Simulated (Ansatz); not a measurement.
in.yaml

```yaml
crystal:
  periodic: [false, false, false]
  atoms:
    - {symbol: N, position_ang: [0.000000, 0.000000, 0.000000]}
    - {symbol: S, position_ang: [0.000000, 0.000000, 1.649000]}
basis:
  gaussian: {orbitals: "6-31++G**"}
magnetization: {spin_polarized: false, initial_magnetization: 1}
hamiltonian: {xc: {name: PBE}}
correlation: {method: bccd, electrons: outside_noble_gas}
```

```sh
$ ansatz run in.yaml --threads 1 --pin off --events-out ev --progress --plain --max-ram 2393MiB
```

The program prints:

```
369 factors; integrals over basis functions are off by at most 8.8e-4 eV
mean field evaluation 1: about -12303.5261 eV, gradient 7.1e1 eV
mean field evaluation 2: about -12303.5245 eV, gradient 7.1e1 eV
mean field evaluation 4: about -12313.1703 eV, gradient 3.0e1 eV
mean field evaluation 8: about -12316.0985 eV, gradient 3.0e0 eV
mean field evaluation 16: about -12316.1344 eV, gradient 5.0e-2 eV
mean field evaluation 32: about -12316.0148 eV, gradient 5.3e0 eV
mean field evaluation 64: about -12300.8503 eV, gradient 2.4e1 eV
mean field -12316.13440515 eV, -452.6095912136 hartree, gradient 2.8e-6 eV, S^2 0.750000; 1 other end points of the search recorded, 0 dependent functions left out
unrestricted determinant -12296.74099954 eV, -451.8968967027 hartree, S^2 1.4608
6 core orbitals not correlated: weight in the atoms' cores, before any rotation towards them, 1.000 or more for the frozen orbitals, at most 0.000 for the correlated occupied ones
reference -12294.95167364 eV, -451.8311401889 hartree; 6, 5 occupied and 30, 31 virtual orbitals, 369 factors
second order -9.20096512 eV of doubles, -0.48820482 eV of singles
cycle   1  -8.05844026 eV  change     1.6e0 eV  update   1.8e-1
cycle   2  -8.78752113 eV  change   -7.3e-1 eV  update   1.3e-1
cycle   3  -8.92499059 eV  change   -1.4e-1 eV  update   3.6e-2
cycle   4  -8.97224812 eV  change   -4.7e-2 eV  update   1.4e-2
cycle   5  -8.98586285 eV  change   -1.4e-2 eV  update   7.8e-3
cycle   6  -8.98397098 eV  change    1.9e-3 eV  update   4.9e-3
cycle   7  -8.98544374 eV  change   -1.5e-3 eV  update   3.2e-3
cycle   8  -8.98916592 eV  change   -3.7e-3 eV  update   1.9e-3
cycle   9  -8.98826907 eV  change    9.0e-4 eV  update   9.5e-4
cycle  10  -8.98868557 eV  change   -4.2e-4 eV  update   6.2e-4
cycle  11  -8.98841837 eV  change    2.7e-4 eV  update   3.3e-4
cycle  12  -8.98832816 eV  change    9.0e-5 eV  update   1.6e-4
cycle  13  -8.98841869 eV  change   -9.1e-5 eV  update   6.9e-5
cycle  14  -8.98827594 eV  change    1.4e-4 eV  update   3.7e-5
cycle  15  -8.98828538 eV  change   -9.4e-6 eV  update   1.9e-5
cycle  16  -8.98826712 eV  change    1.8e-5 eV  update   8.5e-6
cycle  17  -8.98826539 eV  change    1.7e-6 eV  update   2.9e-6
WARN: the results are in doubt because among natural orbitals full CI differs from the method by -0.183 eV
Total energy: -12303.93993903 eV, -452.1614528494 hartree
In doubt: among natural orbitals full CI differs from the method by -0.183 eV
```

Ran on 1 thread of Intel Xeon Platinum 8488C, shared host: 2 s wall, 0.17 GiB peak host memory.
